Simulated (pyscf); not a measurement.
Elementary routes open to hydrogen chloride (HCl) + Cl–GaH–Cl in the gas phase (singlet surface):
A. hydrogen chloride (HCl) + Cl–Ga [singlet] + hydrogen chloride (HCl) (Cl–Ga, Ga–H, Cl–H broken; Cl–H, Cl–H formed)
B. Cl–Ga(Cl)–Cl + hydrogen (H₂) (Cl–H, Ga–H broken; Cl–Ga, H–H formed)

Single points on ωB97X-D3(BJ)/def2-SVP structures (PySCF, gas phase).

Question: Rank the routes by free-energy barrier at 900 K, lowest first, for ωB97M-D3(BJ)/def2-TZVP energies (ideal gas, 1 atm, RRHO with modes under 100 cm⁻¹ raised to 100, one conformer, R ln 2 for chiral ones without a mode under 150 cm⁻¹).

Answer: B (42.3 kcal/mol), A (63.9 kcal/mol)

Route B is the fastest of these, ahead of the next by 21.6 kcal/mol. The most stable products are those of B (ΔG = -14.2 kcal/mol), so kinetics and thermodynamics agree. At 298 K B is still the fastest. A: On the reactant side the descent ends in an adduct with a Cl–Ga contact (not fully relaxed), 8.9 kcal/mol under the separated species and 47.5 kcal/mol under the saddle at ωB97X-D3(BJ)/def2-TZVP. On the product side the descent ends in a bound adduct, 8.3 kcal/mol under the separated species and 16.8 kcal/mol under the saddle at ωB97X-D3(BJ)/def2-TZVP. B: On the reactant side the descent ends in an adduct with a Cl–Ga contact, 7.3 kcal/mol under the separated species and 17.5 kcal/mol under the saddle at ωB97X-D3(BJ)/def2-TZVP. Only these routes are compared; each barrier is that of the saddle found, and lower ones may exist. Elements up to Kr have no core potential and no relativistic terms here.
